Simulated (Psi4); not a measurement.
# SO2 (sulfur dioxide): a chain of runs, part 2 of 2

Psi4 1.11.

## (4) The doublet cation: a geometry optimisation at UM06-2X/6-31G (density fitting) (run 3)

File job.dat:

```
memory 1.6 GB

molecule geom {
  1 2
  O     -1.061121     0.690683    -0.501814
  S      0.319367     0.405550     0.219346
  O      0.702460    -1.130334     0.257239
  symmetry c1
}

set basis 6-31G
set reference uks

opt('m06-2x')
```

The run is started by

```sh
$ psi4 -n 1 job.dat job.out
```

job.out:

```text
Psi4 1.11 release

gradient() will perform analytic gradient computation.

   => Loading Basis Set <=

    Name: 6-31G
    Role: ORBITAL
    Keyword: BASIS

         ---------------------------------------------------------
                                   SCF
                              UKS Reference
                        1 Threads,   1525 MiB Core
         ---------------------------------------------------------

  ==> Geometry <==

    Molecular point group: c1
    Full point group: Cs

    Geometry (in Angstrom), charge = 1, multiplicity = 2:

       Center              X                  Y                   Z               Mass
    ------------   -----------------  -----------------  -----------------  -----------------
         O           -1.256474286736     0.600758446350     0.000000000000    15.994914619570
         S            0.300780257125     0.314265903587     0.000000000000    31.972071174400
         O            0.655247708329    -1.228941345486    -0.000000000000    15.994914619570

  Running in c1 symmetry.

  Rotational constants: A =      1.39355  B =      0.30102  C =      0.24755 [cm^-1]
  Rotational constants: A =  41777.53599  B =   9024.29426  C =   7421.24401 [MHz]
  Nuclear repulsion =   98.354854684638440

  Charge       = 1
  Multiplicity = 2
  Electrons    = 31
  Nalpha       = 16
  Nbeta        = 15

  ==> Algorithm <==

  SCF Algorithm Type is DF.
  DIIS enabled.
  MOM disabled.
  Fractional occupation disabled.
  Guess Type is SAD.
  Energy threshold   = 1.00e-08
  Density threshold  = 1.00e-08
  Integral threshold = 1.00e-12

  ==> Primary Basis <==

  Basis Set: 6-31G
    Blend: 6-31G
    Number of shells: 17
    Number of basis functions: 31
    Number of Cartesian functions: 31
    Spherical Harmonics?: false
    Max angular momentum: 1

  ==> DFT Potential <==

   => LibXC <=

    Version 7.1.2

   => Composite Functional: M06-2X <=

    Deriv               =              1
    GGA                 =           TRUE
    Meta                =           TRUE

    Exchange Hybrid     =           TRUE
    MP2 Hybrid          =          FALSE

   => Exchange Functionals <=

    1.0000   XC_HYB_MGGA_X_M06_2X

   => Exact (HF) Exchange <=

    0.5400               HF

   => Correlation Functionals <=

    1.0000   XC_MGGA_C_M06_2X

   => LibXC Density Thresholds  <==

    XC_MGGA_C_M06_2X:  1.00E-12
    XC_HYB_MGGA_X_M06_2X:  1.00E-15

   => Molecular Quadrature <=

    Radial Scheme          =       TREUTLER
    Pruning Scheme         =           NONE
    Nuclear Scheme         =       TREUTLER

    Blocking Scheme        =         OCTREE
    BS radius alpha        =              1
    Pruning alpha          =              1
    Radial Points          =             75
    Spherical Points       =            302
    Total Points           =          64089
    Total Blocks           =            539
    Max Points             =            256
    Max Functions          =             30
    Weights Tolerance      =       1.00E-15

   => Loading Basis Set <=

    Name: (6-31G AUX)
    Role: JKFIT
    Keyword: DF_BASIS_SCF

  ==> Integral Setup <==

  DFHelper Memory: AOs need 0.003 GiB; user supplied 0.992 GiB.
  SCF_SUBTYPE=INCORE selected. In-core MEM_DF algorithm will be used.
  Using in-core AOs.

  ==> MemDFJK: Density-Fitted J/K Matrices <==

    J tasked:                   Yes
    K tasked:                   Yes
    wK tasked:                   No
    Memory [MiB]:              1015
    Algorithm:                 Core
    Schwarz Cutoff:           1E-12
    Mask sparsity (%):       0.6243
    Fitting Condition:        1E-10

   => Auxiliary Basis Set <=

  Basis Set: (6-31G AUX)
    Blend: CC-PVDZ-JKFIT
    Number of shells: 84
    Number of basis functions: 292
    Number of Cartesian functions: 292
    Spherical Harmonics?: false
    Max angular momentum: 3

  Cached 100.0% of DFT collocation blocks in 0.126 [GiB].

  Minimum eigenvalue in the overlap matrix is 4.6778032990E-02.
  Reciprocal condition number of the overlap matrix is 1.4730918420E-02.
    Using symmetric orthogonalization.

  ==> Pre-Iterations <==

  SCF Guess: Superposition of Atomic Densities via on-the-fly atomic UHF (no occupation information).

   -------------------------
    Irrep   Nso     Nmo
   -------------------------
     A         31      31
   -------------------------
    Total      31      31
   -------------------------

  ==> Iterations <==

                           Total Energy        Delta E     RMS |[F,P]|

[... 2 lines left out ...]
   @DF-UKS iter   2:  -547.16358802944944    4.15148e-01   3.69531e-02 DIIS/ADIIS
[... 3 lines left out ...]
   @DF-UKS iter   6:  -547.84488342580653   -1.49986e-04   1.02861e-04 DIIS/ADIIS
[... 3 lines left out ...]
   @DF-UKS iter  10:  -547.84492109151824   -2.14551e-07   2.56016e-06 DIIS
[... 3 lines left out ...]
   @DF-UKS iter  14:  -547.84492111760790    2.45564e-11   1.68530e-07 DIIS
[... 11 lines left out ...]
   @Spin Contamination Metric:   3.369056739E-02
[... 3 lines left out ...]
   @S   Observed:                5.000000000E-01
[... 50 lines left out ...]
    One-Electron Energy =                -939.1635987763297635
[... 3 lines left out ...]
    VV10 Nonlocal Energy =                  0.0000000000000000
[... 26 lines left out ...]
 Dipole Z            :          0.0000000            0.0000000            0.0000000
[... 118 lines left out ...]
	   Step    Total Energy     Delta E     Max Force     RMS Force      Max Disp      RMS Disp   ~
[... 135 lines left out ...]
   @DF-UKS iter   0:  -547.83142509227162   -5.47831e+02   4.06764e-03
[... 3 lines left out ...]
   @DF-UKS iter   4:  -547.84654506466654   -1.00211e-04   5.50515e-05 DIIS
[... 3 lines left out ...]
   @DF-UKS iter   8:  -547.84655367546975   -1.68536e-07   1.30176e-06 DIIS
[... 3 lines left out ...]
   @DF-UKS iter  12:  -547.84655368434642   -2.22826e-11   5.91385e-08 DIIS
[... 3 lines left out ...]
   @DF-UKS iter  16:  -547.84655368431618    2.39879e-11   3.55765e-08 DIIS
[... 3 lines left out ...]
   @DF-UKS iter  20:  -547.84655368429560    4.54747e-12   4.66379e-09 DIIS
[... 11 lines left out ...]
   @S^2 Observed:                7.810142780E-01
[... 10 lines left out ...]
  @DF-UKS Final Energy:  -547.84655368429560
[... 6 lines left out ...]
    DFT Exchange-Correlation Energy =     -20.1207055118306251
[... 26 lines left out ...]
 Dipole X            :          0.4749549            0.0046137            0.4795686
[... 82 lines left out ...]
	                                 ==> Convergence Check <==
[... 72 lines left out ...]
    Weights Tolerance      =       1.00E-15
[... 23 lines left out ...]
   @DF-UKS iter   2:  -547.84655729272072    1.89063e-05   2.50917e-04 DIIS/ADIIS
[... 3 lines left out ...]
   @DF-UKS iter   6:  -547.84658528274144   -1.34359e-08   1.29394e-06 DIIS
[... 3 lines left out ...]
   @DF-UKS iter  10:  -547.84658528537716   -1.19371e-11   1.93675e-08 DIIS
[... 3 lines left out ...]
  Energy and wave function converged.
[... 11 lines left out ...]
   @S   Expected:                5.000000000E-01
[... 13 lines left out ...]
    Nuclear Repulsion Energy =             97.5524141138562300
[... 3 lines left out ...]
    Empirical Dispersion Energy =           0.0000000000000000
[... 26 lines left out ...]
 Dipole Y            :          0.4963863            0.0048064            0.5011927
[... 83 lines left out ...]
	Measures of convergence in internal coordinates in au.
[... 90 lines left out ...]
                           Total Energy        Delta E     RMS |[F,P]|
[... 4 lines left out ...]
   @DF-UKS iter   3:  -547.84658353573866   -4.48675e-06   6.12718e-06 DIIS
[... 3 lines left out ...]
   @DF-UKS iter   7:  -547.84658364689744   -2.14527e-10   9.31469e-07 DIIS
[... 3 lines left out ...]
   @DF-UKS iter  11:  -547.84658364775464   -9.09495e-13   1.30695e-08 DIIS
[... 11 lines left out ...]
   @Spin Contamination Metric:   2.993433825E-02
[... 3 lines left out ...]
   @S   Observed:                5.000000000E-01
[... 21 lines left out ...]
    Beta Occupied:

       1A    -90.479093     2A    -20.091965     3A    -20.091952
       4A     -8.832968     5A     -6.751220     6A     -6.747005
       7A     -6.742903     8A     -1.564753     9A     -1.477919
      10A     -1.081218    11A     -0.858532    12A     -0.855554
      13A     -0.851823    14A     -0.723162    15A     -0.705900

    Beta Virtual:

      16A     -0.514350    17A     -0.457822    18A     -0.296800
      19A     -0.195052    20A     -0.009022    21A      0.074129
      22A      0.086557    23A      0.106780    24A      0.632891
      25A      0.661826    26A      0.715787    27A      0.729937
      28A      0.734445    29A      0.774424    30A      1.111496
      31A      1.178483

    Final Occupation by Irrep:
              A
    DOCC [    15 ]
    SOCC [     1 ]
    NA   [    16 ]
    NB   [    15 ]

  @DF-UKS Final Energy:  -547.84658364775237

   => Energetics <=

    Nuclear Repulsion Energy =             97.6517408188604747
    One-Electron Energy =                -937.7527989795264602
    Two-Electron Energy =                 312.3778095294863988
    DFT Exchange-Correlation Energy =     -20.1233350165727920
    Empirical Dispersion Energy =           0.0000000000000000
    VV10 Nonlocal Energy =                  0.0000000000000000
    Total Energy =                       -547.8465836477523681

  UHF NO Occupations:
  HONO-2 :   14  A 1.9984312
  HONO-1 :   15  A 1.9871262
  HONO-0 :   16  A 1.0000000
  LUNO+0 :   17  A 0.0128738
  LUNO+1 :   18  A 0.0015688
  LUNO+2 :   19  A 0.0003083
  LUNO+3 :   20  A 0.0001270

Computation Completed

Properties will be evaluated at   0.000000,   0.000000,   0.000000 [a0]

Properties computed using the SCF density matrix

 Multipole Moments:

 ------------------------------------------------------------------------------------
     Multipole            Electronic (a.u.)      Nuclear  (a.u.)        Total (a.u.)
 ------------------------------------------------------------------------------------

 L = 1.  Multiply by 2.5417464519 to convert [e a0] to [Debye]
 Dipole X            :          0.4736831            0.0045848            0.4782680
 Dipole Y            :          0.4949180            0.0047904            0.4997084
 Dipole Z            :         -0.0000000            0.0000000           -0.0000000
 Magnitude           :                                                    0.6916999

 ------------------------------------------------------------------------------------

	total time  =          2 seconds =       0.03 minutes

         ------------------------------------------------------------
                                   SCF GRAD
         ------------------------------------------------------------

  ==> Geometry <==

    Molecular point group: c1
    Full point group: Cs

    Geometry (in Angstrom), charge = 1, multiplicity = 2:

       Center              X                  Y                   Z               Mass
    ------------   -----------------  -----------------  -----------------  -----------------
         O           -1.267570316222     0.666637665905     0.000000000000    15.994914619570
         S            0.273162493935     0.285408037572     0.000000000000    31.972071174400
         O            0.721548602072    -1.237136871935    -0.000000000000    15.994914619570

  Nuclear repulsion =   97.651740818860475

   => Molecular Quadrature <=

    Radial Scheme          =       TREUTLER
    Pruning Scheme         =           NONE
    Nuclear Scheme         =       TREUTLER

    Blocking Scheme        =         OCTREE
    BS radius alpha        =              1
    Pruning alpha          =              1
    Radial Points          =             75
    Spherical Points       =            302
    Total Points           =          64084
    Total Blocks           =            541
    Max Points             =            256
    Max Functions          =             30
    Weights Tolerance      =       1.00E-15

  -Total Gradient:
     Atom            X                  Y                   Z
    ------   -----------------  -----------------  -----------------
       1        0.000414189000     0.000425732669    -0.000000000000
       2        0.000417333064     0.000436042044     0.000000000000
       3        0.000407178434     0.000432457058     0.000000000000

	total time  =          1 seconds =       0.02 minutes

    			-----------------------------------------

    			 OPTKING 3.0: for geometry optimizations

    			        with contributions from

    			-----------------------------------------

	                            ===> Fragment 1 <==

	 Z (Atomic Numbers)          Masses                          Geom
	       8.000000            15.994915         -2.39536074  1.25976261  0.00000000
	      16.000000            31.972071          0.51620230  0.53934303  0.00000000
	       8.000000            15.994915          1.36352924 -2.33784987 -0.00000000

	 - Coordinate -           - BOHR/RAD -       - ANG/DEG -
	 R(1,2)           =         2.999367           1.587197
	 R(2,3)           =         2.999367           1.587197
	 B(1,2,3)         =         2.099760         120.307370

	        --- Internal Coordinate Step in ANG or DEG, aJ/ANG or AJ/DEG ---
	-------------------------------------------------------------------------------
	           Coordinate      Previous         Force          Change          New
	           ----------      --------        ------          ------        ------
	               R(1,2)       1.58720        0.00002       -0.00000       1.58720
	               R(2,3)       1.58720        0.00002       -0.00000       1.58720
	             B(1,2,3)     120.30737        0.00000        0.00377     120.31114
	-------------------------------------------------------------------------------

	                                 ==> Convergence Check <==

	Measures of convergence in internal coordinates in au.

	Criteria marked as inactive (o), active & met (*), and active & unmet ( ).

	----------------------------------------------------------------------------------------------
	   Step    Total Energy     Delta E     Max Force     RMS Force      Max Disp      RMS Disp
	----------------------------------------------------------------------------------------------
	  Convergence Criteria     1.00e-06 *    3.00e-04 *             o    1.20e-03 *             o
	----------------------------------------------------------------------------------------------
	     4    -547.84658365    1.64e-06      1.56e-05 *    9.25e-06 o    6.59e-05 *    3.81e-05 o  ~
	----------------------------------------------------------------------------------------------

Next Geometry in Ang
	Fragment 1 (Ang)

	    O  -1.2675777628   0.6666659919   0.0000000000
	    S   0.2731413154   0.2853859099   0.0000000000
	    O   0.7215772273  -1.2371430702  -0.0000000000

    Final optimized geometry and variables:
    Molecular point group: c1
    Full point group: Cs

    Geometry (in Angstrom), charge = 1, multiplicity = 2:

    O           -1.267570316222     0.666637665905     0.000000000000
    S            0.273162493935     0.285408037572     0.000000000000
    O            0.721548602072    -1.237136871935    -0.000000000000

    Psi4 run time: 0:00:13.27

[set-up sections that repeat, and orbital energies of the middle runs, are left out above]
```

The script printed:

```text
Optimizer: Optimization complete!
```

It took 14 s on 1 thread of Intel Xeon Platinum 8488C (Sapphire Rapids), shared host; peak memory 0.34 GiB.

Steps, from the record of the run:

```
step  energy from the first frame kept (eV)  largest force (eV/Å)
   0                                 0.0000                0.7092
   1                                -0.0444                0.2337
   2                                -0.0453                0.1032
   3                                -0.0452                0.0310
```

After the run. Bond lengths: O1–S2 1.587 Å, S2–O3 1.587 Å. Angles: O1–S2–O3 120.3°.

## (5) The energy at M06-2X/6-31G (density fitting) (run 4)

File job.inp:

```
memory 1600 mb

molecule molecule1 {
  O     -1.073932     0.756250    -0.501499
  S      0.296465     0.376829     0.203657
  O      0.761049    -1.138491     0.288285
}

set basis 6-31G

energy_value, wavefunction = energy('m06-2x', return_wfn=True)
print_variables()
```

The run is started by

```sh
$ psi4 job.inp job.out -n 1
```

job.out, cut to the lines that bear on the results:

```text
[...]
  Running in cs symmetry.
[...]
  Nuclear repulsion =   97.651724268679914
[...]
  Multiplicity = 1
[...]
  Nalpha       = 16
  Nbeta        = 16
[...]
    Number of basis functions: 31
[...]
   @DF-RKS iter   1:  -548.04251259107605   -2.05177e-01   2.86091e-02 ADIIS/DIIS
[...]
   @DF-RKS iter   9:  -548.30038998513044   -7.10997e-09   4.78328e-07 DIIS
[...]
    Orbital Energies [Eh]
    ---------------------
    Doubly Occupied:
       1Ap   -90.134912     2Ap   -19.731313     3Ap   -19.731309
       4Ap    -8.491928     5Ap    -6.408854     1App   -6.405696
       6Ap    -6.402802     7Ap    -1.240486     8Ap    -1.155381
       9Ap    -0.777783    10Ap    -0.562867    11Ap    -0.554430
       2App   -0.549351    12Ap    -0.426162     3App   -0.405849
      13Ap    -0.396595
[...]
  @DF-RKS Final Energy:  -548.30038998513044
   => Energetics <=
    Nuclear Repulsion Energy =             97.6517242686799136
    One-Electron Energy =                -948.5178315436163530
    Two-Electron Energy =                 322.8984489365727200
    DFT Exchange-Correlation Energy =     -20.3327316467667529
    Empirical Dispersion Energy =           0.0000000000000000
    VV10 Nonlocal Energy =                  0.0000000000000000
    Total Energy =                       -548.3003899851304368
[...]
 Multipole Moments:
 ------------------------------------------------------------------------------------
     Multipole            Electronic (a.u.)      Nuclear  (a.u.)        Total (a.u.)
 ------------------------------------------------------------------------------------
 L = 1.  Multiply by 2.5417464519 to convert [e a0] to [Debye]
 Dipole X            :          0.6276741            0.0045848            0.6322590
 Dipole Y            :          0.6558131            0.0047904            0.6606034
 Dipole Z            :          0.0000000            0.0000000            0.0000000
 Magnitude           :                                                    0.9144115
[...]
```

Run time: 2.9 s. Hardware: 1 thread of Intel Xeon Platinum 8488C (Sapphire Rapids), shared host; peak memory 0.32 GiB.

## (6) What came out

What follows sums up all 2 parts.

| quantity | value |
| --- | --- |
| run 1, M06-2X/6-31G: total energy at the end | -548.30283 Eh |
| run 1, M06-2X/6-31G: dipole moment | 2.75 D |
| run 1, M06-2X/6-31G: HOMO energy | -10.90 eV |
| run 1, M06-2X/6-31G: LUMO energy | -3.96 eV |
| run 1, M06-2X/6-31G: HOMO–LUMO gap | 6.94 eV |
| doublet cation, run 2: total energy | -547.84492 Eh |
| doublet cation, run 2: HOMO energy (highest over α and β) | -19.07 eV |
| doublet cation, run 2: LUMO energy (lowest over α and β) | -14.11 eV |
| doublet cation, run 2: ⟨S²⟩ | 0.784 |
| doublet cation, run 3: total energy at the end | -547.84658 Eh |
| doublet cation, run 3: HOMO energy (highest over α and β) | -19.21 eV |
| doublet cation, run 3: LUMO energy (lowest over α and β) | -14.00 eV |
| doublet cation, run 3: ⟨S²⟩ | 0.780 |
| run 4, M06-2X/6-31G: total energy | -548.30039 Eh |
| run 4, M06-2X/6-31G: dipole moment | 2.32 D |
| run 4, M06-2X/6-31G: HOMO energy | -10.79 eV |
| run 4, M06-2X/6-31G: LUMO energy | -4.01 eV |
| run 4, M06-2X/6-31G: HOMO–LUMO gap | 6.78 eV |
| adiabatic ionisation energy (to the doublet cation, no zero-point term) | 12.415 eV |

The adiabatic ionisation energy (to the doublet cation, no zero-point term) is 12.42 eV (286 kcal/mol). The measured adiabatic value is 12.35 eV (NIST CCCBDB), which includes the change in zero-point energy. The optimisation (run 1, M06-2X/6-31G) took 7 steps and changed the energy by -1.268 eV. At M06-2X/6-31G: The measured dipole moment is 1.63 D (NIST CCCBDB); the computed value is 1.12 D (69 %) too high. The optimisation (doublet cation, run 3) took 4 steps and changed the energy by -0.045 eV.
